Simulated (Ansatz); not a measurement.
Relaxed structures of MgAlNH4, singlet (PBE0-D4/def2-TZVP; forces vanish, vibrations not checked; lower isomers may exist, and structures with a doubtful reference or unclear bonds are left out; Å). Ansatz 0.2.0; basis: def2-TZVPP; cores frozen in the correlated methods. The outer core shell of Li, Na, Mg and K is correlated. The def2 sets are not built for correlating such inner shells, so the correlated values are less sure here.

(1) Rank them by CCSD(T) energy, lowest first, and give each one's height above the lowest. Links in brackets join atoms within 1.22 times the sum of their covalent radii (1.1 for two metals). (To be estimated.)
A.
MgAlNH₄ ([NH2]1[MgH][AlH]1)
```
7
angstrom
N -0.3296 0.0084 -0.6026
Al 0.8861 -1.1633 0.3893
Mg -0.1379 1.1169 1.2158
H -0.1187 0.2810 -1.5597
H -1.2849 -0.3504 -0.6339
H -0.7225 2.5857 1.8637
H 1.5431 -2.2562 -0.6013
```
B.
MgAlNH₄ ([NH][Al]12[H][MgH]1[H]2)
```
7
angstrom
N 1.7946 -1.0122 0.9221
Al 0.4643 -0.3206 0.1673
Mg -1.6533 1.0753 -0.6773
H -0.5752 -0.4188 -1.1906
H -2.9843 1.9743 -1.1827
H -0.3875 1.0099 0.7545
H 2.3036 -1.8115 0.5658
```
C.
MgAlNH₄ ([NH2][AlH][MgH])
```
7
angstrom
N -1.2519 0.5485 -0.8327
Al -0.0961 0.5277 0.5214
Mg 1.8803 -1.3549 0.6108
H -1.2562 -0.0920 -1.6098
H -2.0042 1.2132 -0.9300
H -0.3941 1.6972 1.5751
H 3.1221 -2.5396 0.6652
```

No T1 diagnostic of these runs exceeds 0.021. The restricted Hartree–Fock reference is unstable towards an unrestricted one at one or more of these structures.

Results:

(1) Computed: C (0.0 kJ/mol), A (36.2 kJ/mol), B (175.8 kJ/mol). Heights count from the lowest.

For scale, one of the runs: CCSD(T)/def2-TZVPP, 161 basis functions, launched by `ansatz run in.yaml --threads 2 --pin off --events-out ev --progress --plain --max-ram 4352MiB`. The run took 31 s on 2 CPU threads of an Arm Neoverse V2 (shared host), with 1.2 GiB of host memory at its peak.
